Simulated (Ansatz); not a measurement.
**BF2 (quartet): wB97M-V, B2PLYP over vertical spin and charge gaps, def2-QZVPP**

How well do these functionals follow the top wave-function level for BF2 (quartet) over vertical spin and charge gaps?

Method: def2-QZVPP, all electrons in the functionals, frozen cores in the correlation of double hybrids and RPA; program: Ansatz 0.2.0, Gaussian basis.

The runs, in order: wB97M-V, B2PLYP, at charge 0, quartet; charge 0, doublet; charge 0, sextet; charge 1, triplet; charge 1, quintet.

**1. The system**

The geometry is a PBE0/def2-TZVP stationary point (not a proven minimum).

3 atoms, charge 0, spin multiplicity 4.

Atoms are counted from 1 here; the program's logs count them from 0.

Bond lengths: B1–F2 1.470 Å, B1–F3 1.470 Å. Angles: F2–B1–F3 82.4°.

No dispersion term is added; wB97M-V holds VV10 nonlocal correlation.

The geometry shown and the zero of energy belong to the point charge 0, quartet. The yardstick, UCCSD(T), and other wave-function levels (R restricted, U unrestricted, valence and pair active spaces) come from earlier runs.

**2. wB97M-V, charge 0, quartet**

Input file in.yaml:

```yaml
crystal:
  periodic: [false, false, false]
  atoms:
    - {symbol: B, position_ang: [0.000000, -0.860948, 0.000000]}
    - {symbol: F, position_ang: [0.000000, 0.244960, -0.967951]}
    - {symbol: F, position_ang: [0.000000, 0.244960, 0.967951]}
basis:
  gaussian: {orbitals: "def2-QZVPP.json"}
magnetization: {spin_polarized: true, initial_magnetization: 3}
hamiltonian: {xc: {name: wB97M-V}}
output: {orbitals: {seedname: orbitals}}
```

Launch:

```
$ ansatz run in.yaml --threads 1 --pin off --events-out ev --progress --plain --max-ram 2393MiB
```

The log of the run (excerpt; [...] marks lines left out):

```text
Functional definition: wB97M-V
  name "wB97M-V"
  cite "Mardirossian & Head-Gordon, J. Chem. Phys. 144, 214110 (2016) doi:10.1063/1.4952647"
  cite "Becke, J. Chem. Phys. 107, 8554 (1997) doi:10.1063/1.475007"
  cite "Vydrov & Van Voorhis, J. Chem. Phys. 133, 244103 (2010) doi:10.1063/1.3521275"
  # Of w^i u^j: cxij and so on, Table III.
[...]
  gx(w, u) = 1 - cx + cx01*u + cx10*w
  gss(w, u) = css00 + css04*u^4 + css10*w + css20*w^2 + css43*w^4*u^3
  gos(w, u) = cos00 + cos10*w + (cos20 + cos21*u)*w^2 + (cos60 + cos61*u)*w^6
[...]
      + integral(e_c_pw_mod_opposite_spin*gos(b97_w_opposite, b97_u_opposite)) + vv10(b, c)
567 factors; their error is unknown
116 factors; integrals over basis functions are off by at most 3.3e-5 eV
[...]
mean field -6103.89567109 eV, -224.3140285435 hartree, gradient 1.7e-5 eV, S^2 3.755910; 1 other end points of the search recorded, 0 dependent functions left out
reference -6103.89571194 eV, -224.3140300448 hartree; 13, 10 occupied and 158, 161 virtual orbitals, 567 factors
Total energy: -6103.89571194 eV, -224.3140300448 hartree
```

Run time: 15 s. Hardware: 1 thread of Intel Xeon Platinum 8259CL at 2.50GHz, shared host; peak memory 0.37 GiB.

From the report: ⟨S²⟩ of the determinant 3.756 (pure quartet: 3.75).

**3. wB97M-V, charge 0, doublet**

Edit in.yaml of step 2 so:

```diff
@@ -8,3 +8,3 @@
   gaussian: {orbitals: "def2-QZVPP.json"}
-magnetization: {spin_polarized: true, initial_magnetization: 3}
+magnetization: {spin_polarized: true, initial_magnetization: 1}
 hamiltonian: {xc: {name: wB97M-V}}
```

Same command.

The log of the run (excerpt; [...] marks lines left out):

```text
Functional definition: wB97M-V
  name "wB97M-V"
  cite "Mardirossian & Head-Gordon, J. Chem. Phys. 144, 214110 (2016) doi:10.1063/1.4952647"
  cite "Becke, J. Chem. Phys. 107, 8554 (1997) doi:10.1063/1.475007"
  cite "Vydrov & Van Voorhis, J. Chem. Phys. 133, 244103 (2010) doi:10.1063/1.3521275"
  # Of w^i u^j: cxij and so on, Table III.
[...]
  gx(w, u) = 1 - cx + cx01*u + cx10*w
  gss(w, u) = css00 + css04*u^4 + css10*w + css20*w^2 + css43*w^4*u^3
  gos(w, u) = cos00 + cos10*w + (cos20 + cos21*u)*w^2 + (cos60 + cos61*u)*w^6
[...]
      + integral(e_c_pw_mod_opposite_spin*gos(b97_w_opposite, b97_u_opposite)) + vv10(b, c)
567 factors; their error is unknown
116 factors; integrals over basis functions are off by at most 3.3e-5 eV
[...]
mean field -6109.84084613 eV, -224.5325096965 hartree, gradient 3.1e-5 eV, S^2 0.751523; 0 other end points of the search recorded, 0 dependent functions left out
reference -6109.84088370 eV, -224.5325110771 hartree; 12, 11 occupied and 159, 160 virtual orbitals, 567 factors
Total energy: -6109.84088370 eV, -224.5325110771 hartree
```

It took 9 s on 1 thread of Intel Xeon Platinum 8259CL at 2.50GHz, shared host; peak memory 0.36 GiB.

From the report: ⟨S²⟩ of the determinant 0.752 (pure doublet: 0.75).

From charge 0, quartet: -573.6 kJ/mol.

**4. wB97M-V, charge 0, sextet**

Edit in.yaml of step 3 so:

```diff
@@ -8,3 +8,3 @@
   gaussian: {orbitals: "def2-QZVPP.json"}
-magnetization: {spin_polarized: true, initial_magnetization: 1}
+magnetization: {spin_polarized: true, initial_magnetization: 5}
 hamiltonian: {xc: {name: wB97M-V}}
```

Same command.

The log of the run (excerpt; [...] marks lines left out):

```text
Functional definition: wB97M-V
  name "wB97M-V"
  cite "Mardirossian & Head-Gordon, J. Chem. Phys. 144, 214110 (2016) doi:10.1063/1.4952647"
  cite "Becke, J. Chem. Phys. 107, 8554 (1997) doi:10.1063/1.475007"
  cite "Vydrov & Van Voorhis, J. Chem. Phys. 133, 244103 (2010) doi:10.1063/1.3521275"
  # Of w^i u^j: cxij and so on, Table III.
[...]
  gx(w, u) = 1 - cx + cx01*u + cx10*w
  gss(w, u) = css00 + css04*u^4 + css10*w + css20*w^2 + css43*w^4*u^3
  gos(w, u) = cos00 + cos10*w + (cos20 + cos21*u)*w^2 + (cos60 + cos61*u)*w^6
[...]
      + integral(e_c_pw_mod_opposite_spin*gos(b97_w_opposite, b97_u_opposite)) + vv10(b, c)
567 factors; their error is unknown
116 factors; integrals over basis functions are off by at most 3.3e-5 eV
[...]
mean field -6091.93179609 eV, -223.8743642465 hartree, gradient 2.2e-6 eV, S^2 8.755034; 8 other end points of the search recorded, 0 dependent functions left out
reference -6091.93183267 eV, -223.8743655910 hartree; 14, 9 occupied and 157, 162 virtual orbitals, 567 factors
Total energy: -6091.93183267 eV, -223.8743655910 hartree
```

Run time: 55 s. Hardware: 1 thread of Intel Xeon Platinum 8259CL at 2.50GHz, shared host; peak memory 0.48 GiB.

From the report: ⟨S²⟩ of the determinant 8.755 (pure sextet: 8.75).

From charge 0, quartet: +1154.3 kJ/mol.

**5. wB97M-V, charge 1, triplet**

Edit in.yaml of step 4 so:

```diff
@@ -8,3 +8,4 @@
   gaussian: {orbitals: "def2-QZVPP.json"}
-magnetization: {spin_polarized: true, initial_magnetization: 5}
+total_charge: 1
+magnetization: {spin_polarized: true, initial_magnetization: 2}
 hamiltonian: {xc: {name: wB97M-V}}
```

Launched as before.

The log of the run (excerpt; [...] marks lines left out):

```text
Functional definition: wB97M-V
  name "wB97M-V"
  cite "Mardirossian & Head-Gordon, J. Chem. Phys. 144, 214110 (2016) doi:10.1063/1.4952647"
  cite "Becke, J. Chem. Phys. 107, 8554 (1997) doi:10.1063/1.475007"
  cite "Vydrov & Van Voorhis, J. Chem. Phys. 133, 244103 (2010) doi:10.1063/1.3521275"
  # Of w^i u^j: cxij and so on, Table III.
[...]
  gx(w, u) = 1 - cx + cx01*u + cx10*w
  gss(w, u) = css00 + css04*u^4 + css10*w + css20*w^2 + css43*w^4*u^3
  gos(w, u) = cos00 + cos10*w + (cos20 + cos21*u)*w^2 + (cos60 + cos61*u)*w^6
[...]
      + integral(e_c_pw_mod_opposite_spin*gos(b97_w_opposite, b97_u_opposite)) + vv10(b, c)
567 factors; their error is unknown
116 factors; integrals over basis functions are off by at most 3.3e-5 eV
[...]
mean field -6096.59215357 eV, -224.0456292252 hartree, gradient 3.3e-5 eV, S^2 2.005920; 1 other end points of the search recorded, 0 dependent functions left out
reference -6096.59218362 eV, -224.0456303293 hartree; 12, 10 occupied and 159, 161 virtual orbitals, 567 factors
Total energy: -6096.59218362 eV, -224.0456303293 hartree
```

Run time: 13 s. Hardware: 1 thread of Intel Xeon Platinum 8259CL at 2.50GHz, shared host; peak memory 0.36 GiB.

From the report: ⟨S²⟩ of the determinant 2.006 (pure triplet: 2.00).

From charge 0, quartet: +704.7 kJ/mol.

**6. wB97M-V, charge 1, quintet**

Edit in.yaml of step 5 so:

```diff
@@ -9,3 +9,3 @@
 total_charge: 1
-magnetization: {spin_polarized: true, initial_magnetization: 2}
+magnetization: {spin_polarized: true, initial_magnetization: 4}
 hamiltonian: {xc: {name: wB97M-V}}
```

The command is unchanged.

The log of the run (excerpt; [...] marks lines left out):

```text
Functional definition: wB97M-V
  name "wB97M-V"
  cite "Mardirossian & Head-Gordon, J. Chem. Phys. 144, 214110 (2016) doi:10.1063/1.4952647"
  cite "Becke, J. Chem. Phys. 107, 8554 (1997) doi:10.1063/1.475007"
  cite "Vydrov & Van Voorhis, J. Chem. Phys. 133, 244103 (2010) doi:10.1063/1.3521275"
  # Of w^i u^j: cxij and so on, Table III.
[...]
  gx(w, u) = 1 - cx + cx01*u + cx10*w
  gss(w, u) = css00 + css04*u^4 + css10*w + css20*w^2 + css43*w^4*u^3
  gos(w, u) = cos00 + cos10*w + (cos20 + cos21*u)*w^2 + (cos60 + cos61*u)*w^6
[...]
      + integral(e_c_pw_mod_opposite_spin*gos(b97_w_opposite, b97_u_opposite)) + vv10(b, c)
567 factors; their error is unknown
116 factors; integrals over basis functions are off by at most 3.3e-5 eV
[...]
mean field -6087.73188984 eV, -223.7200205388 hartree, gradient 1.6e-6 eV, S^2 6.004823; 5 other end points of the search recorded, 0 dependent functions left out
reference -6087.73192719 eV, -223.7200219114 hartree; 13, 9 occupied and 158, 162 virtual orbitals, 567 factors
Total energy: -6087.73192719 eV, -223.7200219114 hartree
```

Wall time 63 s (1 thread of Intel Xeon Platinum 8259CL at 2.50GHz, shared host); peak memory 0.48 GiB.

From the report: ⟨S²⟩ of the determinant 6.005 (pure quintet: 6.00).

From charge 0, quartet: +1559.6 kJ/mol.

**7. B2PLYP, charge 0, quartet**

Input file in.yaml:

```yaml
crystal:
  periodic: [false, false, false]
  atoms:
    - {symbol: B, position_ang: [0.000000, -0.860948, 0.000000]}
    - {symbol: F, position_ang: [0.000000, 0.244960, -0.967951]}
    - {symbol: F, position_ang: [0.000000, 0.244960, 0.967951]}
basis:
  gaussian: {orbitals: "def2-QZVPP.json"}
magnetization: {spin_polarized: true, initial_magnetization: 3}
hamiltonian: {xc: {name: B2PLYP}}
correlation: {electrons: outside_noble_gas}
```

Launched as before.

The log of the run (excerpt; [...] marks lines left out):

```text
Functional definition: B2PLYP
  name "B2PLYP"
  cite "Grimme, J. Chem. Phys. 124, 034108 (2006) doi:10.1063/1.2148954"
  cite "Becke, Phys. Rev. A 38, 3098 (1988) doi:10.1103/PhysRevA.38.3098"
  cite "Lee, Yang & Parr, Phys. Rev. B 37, 785 (1988) doi:10.1103/PhysRevB.37.785"
[...]
1078 factors; integrals over basis functions are off by at most 5.8e-4 eV
[...]
mean field -6097.31571777 eV, -224.0722197190 hartree, gradient 4.9e-6 eV, S^2 3.764827; 2 other end points of the search recorded, 0 dependent functions left out
3 core orbitals not correlated: weight in the atoms' cores, before any rotation towards them, 1.000 or more for the frozen orbitals, at most 0.000 for the correlated occupied ones
reference -6097.31584107 eV, -224.0722242502 hartree; 10, 7 occupied and 158, 161 virtual orbitals, 1078 factors
second order -19.35057679 eV of doubles, -0.00000000 eV of singles
Total energy: -6102.54049680 eV, -224.2642268069 hartree
```

Wall time 11 s (1 thread of Intel Xeon Platinum 8259CL at 2.50GHz, shared host); peak memory 0.36 GiB.

From the report: ⟨S²⟩ of the determinant 3.765 (pure quartet: 3.75).

**8. B2PLYP, charge 0, doublet**

Edit in.yaml of step 7 so:

```diff
@@ -8,3 +8,3 @@
   gaussian: {orbitals: "def2-QZVPP.json"}
-magnetization: {spin_polarized: true, initial_magnetization: 3}
+magnetization: {spin_polarized: true, initial_magnetization: 1}
 hamiltonian: {xc: {name: B2PLYP}}
```

The command is unchanged.

The log of the run (excerpt; [...] marks lines left out):

```text
Functional definition: B2PLYP
  name "B2PLYP"
  cite "Grimme, J. Chem. Phys. 124, 034108 (2006) doi:10.1063/1.2148954"
  cite "Becke, Phys. Rev. A 38, 3098 (1988) doi:10.1103/PhysRevA.38.3098"
  cite "Lee, Yang & Parr, Phys. Rev. B 37, 785 (1988) doi:10.1103/PhysRevB.37.785"
[...]
1078 factors; integrals over basis functions are off by at most 5.8e-4 eV
[...]
mean field -6102.86574058 eV, -224.2761792955 hartree, gradient 4.4e-6 eV, S^2 0.752151; 0 other end points of the search recorded, 0 dependent functions left out
3 core orbitals not correlated: weight in the atoms' cores, before any rotation towards them, 1.000 or more for the frozen orbitals, at most 0.000 for the correlated occupied ones
reference -6102.86585244 eV, -224.2761834061 hartree; 9, 8 occupied and 159, 160 virtual orbitals, 1078 factors
second order -20.52910272 eV of doubles, -0.00000000 eV of singles
Total energy: -6108.40871018 eV, -224.4798796708 hartree
```

It took 7.5 s on 1 thread of Intel Xeon Platinum 8259CL at 2.50GHz, shared host; peak memory 0.36 GiB.

From the report: ⟨S²⟩ of the determinant 0.752 (pure doublet: 0.75).

From charge 0, quartet: -566.2 kJ/mol.

**9. B2PLYP, charge 0, sextet**

Edit in.yaml of step 8 so:

```diff
@@ -8,3 +8,3 @@
   gaussian: {orbitals: "def2-QZVPP.json"}
-magnetization: {spin_polarized: true, initial_magnetization: 1}
+magnetization: {spin_polarized: true, initial_magnetization: 5}
 hamiltonian: {xc: {name: B2PLYP}}
```

Launched as before.

The log of the run (excerpt; [...] marks lines left out):

```text
Functional definition: B2PLYP
  name "B2PLYP"
  cite "Grimme, J. Chem. Phys. 124, 034108 (2006) doi:10.1063/1.2148954"
  cite "Becke, Phys. Rev. A 38, 3098 (1988) doi:10.1103/PhysRevA.38.3098"
  cite "Lee, Yang & Parr, Phys. Rev. B 37, 785 (1988) doi:10.1103/PhysRevB.37.785"
[...]
1078 factors; integrals over basis functions are off by at most 5.8e-4 eV
[...]
mean field -6086.15915336 eV, -223.6622235393 hartree, gradient 2.1e-6 eV, S^2 8.757501; 8 other end points of the search recorded, 0 dependent functions left out
3 core orbitals not correlated: weight in the atoms' cores, before any rotation towards them, 1.000 or more for the frozen orbitals, at most 0.000 for the correlated occupied ones
reference -6086.15928206 eV, -223.6622282689 hartree; 11, 6 occupied and 157, 162 virtual orbitals, 1078 factors
second order -15.67060942 eV of doubles, -0.00000000 eV of singles
Total energy: -6090.39034661 eV, -223.8177170229 hartree
```

Run time: 33 s. Hardware: 1 thread of Intel Xeon Platinum 8259CL at 2.50GHz, shared host; peak memory 0.42 GiB.

From the report: ⟨S²⟩ of the determinant 8.758 (pure sextet: 8.75).

From charge 0, quartet: +1172.3 kJ/mol.

**10. B2PLYP, charge 1, triplet**

Edit in.yaml of step 9 so:

```diff
@@ -8,3 +8,4 @@
   gaussian: {orbitals: "def2-QZVPP.json"}
-magnetization: {spin_polarized: true, initial_magnetization: 5}
+total_charge: 1
+magnetization: {spin_polarized: true, initial_magnetization: 2}
 hamiltonian: {xc: {name: B2PLYP}}
```

The command is unchanged.

The log of the run (excerpt; [...] marks lines left out):

```text
Functional definition: B2PLYP
  name "B2PLYP"
  cite "Grimme, J. Chem. Phys. 124, 034108 (2006) doi:10.1063/1.2148954"
  cite "Becke, Phys. Rev. A 38, 3098 (1988) doi:10.1103/PhysRevA.38.3098"
  cite "Lee, Yang & Parr, Phys. Rev. B 37, 785 (1988) doi:10.1103/PhysRevB.37.785"
[...]
1078 factors; integrals over basis functions are off by at most 5.8e-4 eV
[...]
mean field -6089.84049108 eV, -223.7975102051 hartree, gradient 9.6e-7 eV, S^2 2.014937; 4 other end points of the search recorded, 0 dependent functions left out
3 core orbitals not correlated: weight in the atoms' cores, before any rotation towards them, 1.000 or more for the frozen orbitals, at most 0.000 for the correlated occupied ones
reference -6089.84059629 eV, -223.7975140715 hartree; 9, 7 occupied and 159, 161 virtual orbitals, 1078 factors
second order -19.51338971 eV of doubles, -0.00000000 eV of singles
Total energy: -6095.10921151 eV, -223.9911321097 hartree
```

Run time: 14 s. Hardware: 1 thread of Intel Xeon Platinum 8259CL at 2.50GHz, shared host; peak memory 0.36 GiB.

From the report: ⟨S²⟩ of the determinant 2.015 (pure triplet: 2.00).

From charge 0, quartet: +717.0 kJ/mol.

**11. B2PLYP, charge 1, quintet**

Edit in.yaml of step 10 so:

```diff
@@ -9,3 +9,3 @@
 total_charge: 1
-magnetization: {spin_polarized: true, initial_magnetization: 2}
+magnetization: {spin_polarized: true, initial_magnetization: 4}
 hamiltonian: {xc: {name: B2PLYP}}
```

The command is unchanged.

The log of the run (excerpt; [...] marks lines left out):

```text
Functional definition: B2PLYP
  name "B2PLYP"
  cite "Grimme, J. Chem. Phys. 124, 034108 (2006) doi:10.1063/1.2148954"
  cite "Becke, Phys. Rev. A 38, 3098 (1988) doi:10.1103/PhysRevA.38.3098"
  cite "Lee, Yang & Parr, Phys. Rev. B 37, 785 (1988) doi:10.1103/PhysRevB.37.785"
[...]
1078 factors; integrals over basis functions are off by at most 5.8e-4 eV
[...]
mean field -6082.20824284 eV, -223.5170302557 hartree, gradient 2.5e-6 eV, S^2 6.007139; 6 other end points of the search recorded, 0 dependent functions left out
3 core orbitals not correlated: weight in the atoms' cores, before any rotation towards them, 1.000 or more for the frozen orbitals, at most 0.000 for the correlated occupied ones
reference -6082.20835373 eV, -223.5170343308 hartree; 10, 6 occupied and 158, 162 virtual orbitals, 1078 factors
second order -15.09270232 eV of doubles, -0.00000000 eV of singles
Total energy: -6086.28338336 eV, -223.6667889074 hartree
```

Run time: 30 s. Hardware: 1 thread of Intel Xeon Platinum 8259CL at 2.50GHz, shared host; peak memory 0.41 GiB.

From the report: ⟨S²⟩ of the determinant 6.007 (pure quintet: 6.00).

From charge 0, quartet: +1568.6 kJ/mol.

**12. The comparison**

No level is safe as a reference over these points; UCCSD(T) serves as a yardstick only. It comes from earlier runs at the same points. Energies in kJ/mol, counted from charge 0, quartet; blanks weren't run or aren't comparable.

```csv
level,quartet to doublet,quartet to sextet,ionisation to the triplet cation,ionisation to the quintet cation
UCCSD(T),-580.5,1142.5,719.3,1544.4
wB97M-V,-573.6,1154.3,704.7,1559.6
B2PLYP,-566.2,1172.3,717.0,1568.6
```

Largest miss and mean time a point (UCCSD(T) took 2.4 min a point; shared hosts):

```csv
level,largest miss (kJ/mol),where,time a point
wB97M-V,+15.2,ionisation to the quintet cation,31 s
B2PLYP,+29.8,quartet to sextet,19 s
```

**13. Results**

| quantity | value |
| --- | --- |
| quartet to doublet, UCCSD(T) | -580.5 kJ/mol |
| quartet to sextet, UCCSD(T) | 1142.5 kJ/mol |
| ionisation to the triplet cation, UCCSD(T) | 719.3 kJ/mol |
| ionisation to the quintet cation, UCCSD(T) | 1544.4 kJ/mol |
| largest miss, wB97M-V | +15.2 kJ/mol (ionisation to the quintet cation) |
| largest miss, B2PLYP | +29.8 kJ/mol (quartet to sextet) |

Of the functionals, wB97M-V keep the smallest largest miss at the points compared (at most 15.2 kJ/mol) and B2PLYP strays most (29.8 kJ/mol, at quartet to sextet). Functionals and the yardstick converge differently with the basis, so part of each miss in def2-QZVPP is the basis. The yardstick itself may be off where one determinant is a poor start. The program flags that the yardstick's amplitudes may have other solutions at some points.
